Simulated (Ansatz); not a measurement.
# C3H5N3: geometry and frequencies at several levels

The task, for C3H5N3: geometry and frequencies at several levels.

Program: Ansatz 0.2.0. Level of theory: the levels named in each step. These are calculated values, not measurements.

**1. The system as given**

Bond lengths: N1–C2 1.382 Å, C2–C3 1.381 Å, C3–C4 1.403 Å, C4–N5 1.315 Å, C2–N6 1.353 Å, N5–N6 1.343 Å, N1–H7 1.009 Å, N1–H8 1.010 Å, C3–H9 1.070 Å, C4–H10 1.072 Å, N6–H11 1.007 Å. Angles (14 of 16 angles, heavy atoms first): N1–C2–C3 131.3°, N1–C2–N6 122.4°, C3–C2–N6 106.2°, C2–C3–C4 104.6°, C3–C4–N5 111.7°, C4–N5–N6 105.3°, C2–N6–N5 112.3°, C2–N1–H7 113.7°, C2–N1–H8 114.8°, C2–C3–H9 127.5°, C4–C3–H9 128.0°, C3–C4–H10 128.1°, N5–C4–H10 120.2°, C2–N6–H11 127.7°.

Structure file:

```xyz
11

N     2.0093    0.3404    0.3702
C     0.6530    0.1974    0.1490
C    -0.4312    0.8840    0.6601
C    -1.5491    0.2146    0.1407
N    -1.1978   -0.7954   -0.6248
N     0.1452   -0.7951   -0.6171
H     2.2745    1.2617    0.6833
H     2.5989   -0.0016   -0.3744
H    -0.4162    1.7339    1.3102
H    -2.5856    0.4394    0.2959
H     0.6514   -1.5056   -1.1193
```

**2. A rough first relaxation, PBE-D4/def2-SVP**

Input file input.yaml:

```yaml
crystal:
  periodic: [false, false, false]
  atoms:
    - { symbol: "N", position_ang: [2.00928, 0.3404, 0.37021] }
    - { symbol: C, position_ang: [0.65302, 0.19741, 0.14902] }
    - { symbol: C, position_ang: [-0.43119, 0.88401, 0.66007] }
    - { symbol: C, position_ang: [-1.54914, 0.21462, 0.14066] }
    - { symbol: "N", position_ang: [-1.19784, -0.79538, -0.62482] }
    - { symbol: "N", position_ang: [0.14519, -0.79509, -0.61707] }
    - { symbol: H, position_ang: [2.27447, 1.2617, 0.68334] }
    - { symbol: H, position_ang: [2.59892, -0.00163, -0.37442] }
    - { symbol: H, position_ang: [-0.41624, 1.73388, 1.31019] }
    - { symbol: H, position_ang: [-2.58564, 0.43936, 0.2959] }
    - { symbol: H, position_ang: [0.6514, -1.50563, -1.1193] }
basis:
  gaussian: { orbitals: def2-SVP }
hamiltonian:
  xc: pbe
  dispersion: d4
relax:
  f_tol: 0.03
  max_steps: 200
```

Started as:

```sh
> ansatz run input.yaml --threads 4 --pin off --max-ram 10240MiB --backend cpu --events-out ev --progress --plain --runs-dir out
```

The runs that follow: Relaxation, HF/STO-3G; Frequencies, HF/STO-3G; Relaxation, HF/6-31G*; Frequencies, HF/6-31G*; Relaxation, LDA/def2-SVP; Frequencies, LDA/def2-SVP; Relaxation, PBE-D4/def2-SVP; Frequencies, PBE-D4/def2-SVP.

Before running it: what results should come out? Wanted: N1–C2 at PBE-D4/def2-SVP; C2–C3 at PBE-D4/def2-SVP; C2–N6 at PBE-D4/def2-SVP; frequencies at PBE-D4/def2-SVP.

As calculated:

| quantity | value |
| --- | --- |
| N1–C2 at PBE-D4/def2-SVP | 1.395 Å |
| C2–C3 at PBE-D4/def2-SVP | 1.399 Å |
| C2–N6 at PBE-D4/def2-SVP | 1.369 Å |
| frequencies at PBE-D4/def2-SVP | 173 to 3565 cm⁻¹ |

In words: The N1–C2 distance spreads over 0.063 Å, from LDA/def2-SVP (shortest) to HF/STO-3G. No mode is imaginary, so the geometry is a minimum.
